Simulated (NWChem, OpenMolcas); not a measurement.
## OpenMolcas → NWChem

This OpenMolcas 26.06 job computes AlH2ClO (SMILES [OH][AlH][Cl]):

mol.input:
```
>>> EXPORT MOLCAS_PRINT=2

&GATEWAY
  BasLib=$CurrDir
  Coord
  5
  angstrom
  O       -1.110100       0.370900      -0.514400
  Al       0.431000       0.184900       0.137500
  Cl       1.114900      -1.725400       0.662800
  H       -1.719500      -0.349100      -0.669500
  H        1.333500       1.445000       0.342200
  Basis=3-21G
  Group=NoSym

&SEWARD

&SCF
  Thresholds=1e-10 1e-07 1e-07 1e-05
  PrOrbitals=0

&ALASKA
```

```bash
$ export MOLCAS_MEM=1860
$ pymolcas mol.input > mol.log
```

(Basis files named in the input come from the Basis Set Exchange and aren't shown.)

The coordinates come from a PBE0-D4/def2-TZVP relaxation. This is one conformer, not always the lowest.

The shape isn't stationary at this level (largest force 2.1 eV/Å).

It gives a total energy of -773.615153 Eh.

Task: Translate the job to NWChem 7.3.0 as an ASE script.

Result: For example:

run.py:
```python
from ase import Atoms
from ase.calculators.nwchem import NWChem

mol = Atoms(['O', 'Al', 'Cl', 'H', 'H'], positions=[
    [-1.110100, 0.370900, -0.514400],
    [0.431000, 0.184900, 0.137500],
    [1.114900, -1.725400, 0.662800],
    [-1.719500, -0.349100, -0.669500],
    [1.333500, 1.445000, 0.342200],
])

calc = NWChem(
    label='job',
    theory='scf',
    memory='2200 mb',
    basis='3-21G',
    basispar='spherical bse',
    scf={'nopen': '0', 'rhf': None, 'thresh': '1e-08', 'maxiter': '80'},
)
mol.calc = calc

forces = mol.get_forces()
print("Total energy (eV):", round(mol.get_potential_energy(), 6))
print("forces (eV/A):")
for s, f in zip(mol.symbols, forces):
    print(f"{s:2s} {f[0]:10.5f} {f[1]:10.5f} {f[2]:10.5f}")
print("dipole (e A):", mol.get_dipole_moment().round(4))
```

```bash
$ export ASE_NWCHEM_COMMAND="nwchem PREFIX.nwi > PREFIX.nwo"
$ python run.py
```

Its energy is -773.615153 Eh, the same as the first but for the last digit, at most.
